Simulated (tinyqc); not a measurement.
Worked calculation (part 3 of 3): UHF in the sto-3g basis, for LiH, spin multiplicity 3. Computed by tinyqc, a small Python program that keeps every step (integrals from PySCF). Command: `OMP_NUM_THREADS=1 python tinyqc.py 21876 21877 out.jsonl` (the two numbers bound the seeds that draw the settings). One thread of a shared host (Intel(R) Xeon(R) Processor @ 2.60GHz), about 0.1 s of CPU time with the checks.

Geometry (angstrom):
```
atom         x         y         z
Li    0.000000  0.000000  0.000000
H     0.000000  0.000000  2.433000
```

## Iteration 8 (converged): orbitals

converged F(alpha) (hartree), order 1Li 1s, 1Li 2s, 1Li 2px, 1Li 2py, 1Li 2pz, 2H 1s:
```
[[-2.357904, -0.631496, 0.000000, 0.000000, -0.007678, -0.028428],
 [-0.631496, -0.343382, 0.000000, 0.000000, 0.012830, -0.163553],
 [0.000000, 0.000000, 0.134976, 0.000000, 0.000000, 0.000000],
 [0.000000, 0.000000, 0.000000, 0.134976, 0.000000, 0.000000],
 [-0.007678, 0.012830, 0.000000, 0.000000, 0.040873, -0.234628],
 [-0.028428, -0.163553, 0.000000, 0.000000, -0.234628, -0.507423]]
```

converged F(beta) (hartree), order 1Li 1s, 1Li 2s, 1Li 2px, 1Li 2py, 1Li 2pz, 2H 1s:
```
[[-2.326604, -0.639467, 0.000000, 0.000000, -0.007131, -0.028455],
 [-0.639467, -0.077329, 0.000000, 0.000000, -0.036294, -0.040296],
 [0.000000, 0.000000, 0.195103, 0.000000, 0.000000, 0.000000],
 [0.000000, 0.000000, 0.000000, 0.195103, 0.000000, 0.000000],
 [-0.007131, -0.036294, 0.000000, 0.000000, 0.190168, -0.037679],
 [-0.028455, -0.040296, 0.000000, 0.000000, -0.037679, 0.234023]]
```

X, order 1Li 1s, 1Li 2s, 1Li 2px, 1Li 2py, 1Li 2pz, 2H 1s:
```
[[1.023313, -0.128299, 0.000000, 0.000000, -0.004501, 0.016576],
 [-0.128299, 1.042499, 0.000000, 0.000000, 0.028398, -0.118741],
 [0.000000, 0.000000, 1.000000, 0.000000, 0.000000, 0.000000],
 [0.000000, 0.000000, 0.000000, 1.000000, 0.000000, 0.000000],
 [-0.004501, 0.028398, 0.000000, 0.000000, 1.040897, -0.171869],
 [0.016576, -0.118741, 0.000000, 0.000000, -0.171869, 1.059803]]
```

Diagonalise F' = X^T F X, C = X C', fill 3 alpha and 1 beta electrons from the bottom; D(s) = C_occ C_occ^T. Each column has its largest component positive (the first on a tie).

F' = X^T F X (alpha) (hartree):
```
[[-2.309247, -0.329961, 0.000000, 0.000000, -0.018155, 0.019116],
 [-0.329961, -0.208173, 0.000000, 0.000000, 0.058906, -0.102806],
 [0.000000, 0.000000, 0.134976, 0.000000, 0.000000, 0.000000],
 [0.000000, 0.000000, 0.000000, 0.134976, 0.000000, 0.000000],
 [-0.018155, 0.058906, 0.000000, 0.000000, 0.115464, -0.189778],
 [0.019116, -0.102806, 0.000000, 0.000000, -0.189778, -0.445518]]
```

orbital energies (alpha) (hartree): [-2.359883, -0.522719, -0.161492, 0.134976, 0.134976, 0.196620]

coefficients C (alpha), order 1Li 1s, 1Li 2s, 1Li 2px, 1Li 2py, 1Li 2pz, 2H 1s:
```
[[0.992042, -0.048835, -0.265427, 0.000000, 0.000000, -0.083322],
 [0.031298, 0.132898, 0.996891, 0.000000, 0.000000, 0.325173],
 [0.000000, 0.000000, 0.000000, 0.907984, 0.419006, 0.000000],
 [0.000000, 0.000000, 0.000000, -0.419006, 0.907984, 0.000000],
 [0.003774, 0.113366, -0.265917, 0.000000, 0.000000, 1.015015],
 [-0.003674, 0.924235, -0.211648, 0.000000, 0.000000, -0.517760]]
```

F' = X^T F X (beta) (hartree):
```
[[-2.270408, -0.375133, 0.000000, 0.000000, -0.008837, 0.018090],
 [-0.375133, 0.059440, 0.000000, 0.000000, -0.014811, -0.073252],
 [0.000000, 0.000000, 0.195103, 0.000000, 0.000000, 0.000000],
 [0.000000, 0.000000, 0.000000, 0.195103, 0.000000, 0.000000],
 [-0.008837, -0.014811, 0.000000, 0.000000, 0.224760, -0.116818],
 [0.018090, -0.073252, 0.000000, 0.000000, -0.116818, 0.290683]]
```

orbital energies (beta) (hartree): [-2.329380, 0.065548, 0.178737, 0.195103, 0.195103, 0.389571]

coefficients C (beta), order 1Li 1s, 1Li 2s, 1Li 2px, 1Li 2py, 1Li 2pz, 2H 1s:
```
[[0.990964, -0.216754, 0.170690, 0.000000, 0.000000, 0.076140],
 [0.035329, 0.772253, -0.647728, 0.000000, 0.000000, -0.317796],
 [0.000000, 0.000000, 0.000000, 0.978326, 0.207071, 0.000000],
 [0.000000, 0.000000, 0.000000, -0.207071, 0.978326, 0.000000],
 [0.004737, 0.370215, 0.673004, 0.000000, 0.000000, -0.723752],
 [-0.005198, 0.337990, 0.320691, 0.000000, 0.000000, 0.974673]]
```

D(alpha) after iteration 8, order 1Li 1s, 1Li 2s, 1Li 2px, 1Li 2py, 1Li 2pz, 2H 1s:
```
[[1.056983, -0.240043, 0.000000, 0.000000, 0.068789, 0.007398],
 [-0.240043, 1.012433, 0.000000, 0.000000, -0.249906, -0.088276],
 [0.000000, 0.000000, 0.000000, 0.000000, 0.000000, 0.000000],
 [0.000000, 0.000000, 0.000000, 0.000000, 0.000000, 0.000000],
 [0.068789, -0.249906, 0.000000, 0.000000, 0.083578, 0.161043],
 [0.007398, -0.088276, 0.000000, 0.000000, 0.161043, 0.899019]]
```

D(beta) after iteration 8, order 1Li 1s, 1Li 2s, 1Li 2px, 1Li 2py, 1Li 2pz, 2H 1s:
```
[[0.982010, 0.035010, 0.000000, 0.000000, 0.004694, -0.005151],
 [0.035010, 0.001248, 0.000000, 0.000000, 0.000167, -0.000184],
 [0.000000, 0.000000, 0.000000, 0.000000, 0.000000, 0.000000],
 [0.000000, 0.000000, 0.000000, 0.000000, 0.000000, 0.000000],
 [0.004694, 0.000167, 0.000000, 0.000000, 0.000022, -0.000025],
 [-0.005151, -0.000184, 0.000000, 0.000000, -0.000025, 0.000027]]
```

Within a degenerate level the vectors are fixed only up to a rotation; this is one choice.

## Convergence

Stop when the energy changes by less than 1e-09 hartree and every element of the error matrix X^T (F D S - S D F) X (for each spin) is below 9e-06.

Course of the cycle:
```
iteration  E (hartree)     change  largest element of the error matrix
1          -7.63231974          -                             2.02e-01
2          -7.76029028  -1.28e-01                             7.94e-02
3          -7.77715672  -1.69e-02                             7.12e-03
4          -7.77757469  -4.18e-04                             3.05e-03
5          -7.77765030  -7.56e-05                             1.03e-03
6          -7.77766016  -9.85e-06                             1.32e-05
7          -7.77766016  -1.28e-09                             1.29e-06
8          -7.77766016  -1.29e-11                             3.99e-07
```

PySCF UHF in the same basis, after a stability check = -7.77766016 hartree

Converged in 8 iterations.

## Populations, bond orders and dipole

overlap S, order 1Li 1s, 1Li 2s, 1Li 2px, 1Li 2py, 1Li 2pz, 2H 1s:
```
[[1.000000, 0.241137, 0.000000, 0.000000, 0.000000, 0.009722],
 [0.241137, 1.000000, 0.000000, 0.000000, 0.000000, 0.209453],
 [0.000000, 0.000000, 1.000000, 0.000000, 0.000000, 0.000000],
 [0.000000, 0.000000, 0.000000, 1.000000, 0.000000, 0.000000],
 [0.000000, 0.000000, 0.000000, 0.000000, 1.000000, 0.312306],
 [0.009722, 0.209453, 0.000000, 0.000000, 0.312306, 1.000000]]
```

Mulliken: Z minus the diagonal of D S on the atom; Loewdin: the same with S^(1/2) D S^(1/2); Mayer order: 2 sum_s sum (D(s) S)_ij (D(s) S)_ji over the two atoms.

Charges (e):
```
atom   Mulliken    Loewdin  Mulliken spin
1Li   -0.069173  -0.097102       1.069034
2H     0.069173   0.097102       0.930966
```

Mayer bond orders:
```
pair     order
2-1   0.128518
```

dipole moment about the origin, x y z (debye): [0.000000, 0.000000, 2.777564]

<S^2> of the determinant (pure state: 2) = 2.000003
